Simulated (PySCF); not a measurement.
**`N#CCCCl`, C₃H₄ClN**

Molfile (atoms numbered from 1):
```
C3H4ClN
     RDKit          3D

  9  8  0  0  0  0  0  0  0  0999 V2000
    2.1838    0.5505   -1.4395 N   0  0  0  0  0  0  0  0  0  0  0  0
    1.2474    0.0711   -0.9769 C   0  0  0  0  0  0  0  0  0  0  0  0
    0.0556   -0.5076   -0.3771 C   0  0  0  0  0  0  0  0  0  0  0  0
   -0.5174    0.4170    0.6868 C   0  0  0  0  0  0  0  0  0  0  0  0
   -1.9683   -0.3097    1.4051 Cl  0  0  0  0  0  0  0  0  0  0  0  0
    0.3086   -1.4761    0.0606 H   0  0  0  0  0  0  0  0  0  0  0  0
   -0.6856   -0.6854   -1.1602 H   0  0  0  0  0  0  0  0  0  0  0  0
   -0.8059    1.3757    0.2598 H   0  0  0  0  0  0  0  0  0  0  0  0
    0.1986    0.5852    1.4891 H   0  0  0  0  0  0  0  0  0  0  0  0
  1  2  3  0
  2  3  1  0
  3  4  1  0
  4  5  1  0
  3  6  1  0
  3  7  1  0
  4  8  1  0
  4  9  1  0
M  END
```

Level of theory: quadratic response CAM-B3LYP/aug-cc-pVTZ first hyperpolarisability, Taylor convention, gas phase (PySCF 2.14.0). Geometry: PBE0-D3(BJ)/def2-TZVP.

Task: Give β for the processes computed.

Result: In au, Taylor convention; the vector part is βᵢ = ⅓ Σⱼ (βᵢⱼⱼ + βⱼᵢⱼ + βⱼⱼᵢ); β∥ is 3/5 of the vector part along the dipole, the dipole points from − to +:
```
                   process  λ (nm)  β vector norm   β∥  β HRS  depolarisation ratio
           static β(0;0,0)       ∞            8.3  1.6   12.0                  1.63
second harmonic β(−2ω;ω,ω)    1907            8.4  1.2   12.3                  1.62
         Pockels β(−ω;ω,0)    1907            8.3  1.5      –                     –
second harmonic β(−2ω;ω,ω)    1064            8.9  0.2   13.2                  1.62
         Pockels β(−ω;ω,0)    1064            8.4  1.2      –                     –
```

Task: Which lowest excitations, dipole and polarisabilities go with it?

Result: S1 7.29 eV (f = 0.000); S2 7.38 eV (f = 0.002); S3 7.60 eV (f = 0.000); dipole 2.16 D; isotropic α 55.2 au static, 55.4 au at 1907 nm, 55.7 au at 1064 nm, 55.8 au at 953.5 nm, 56.9 au at 532 nm.
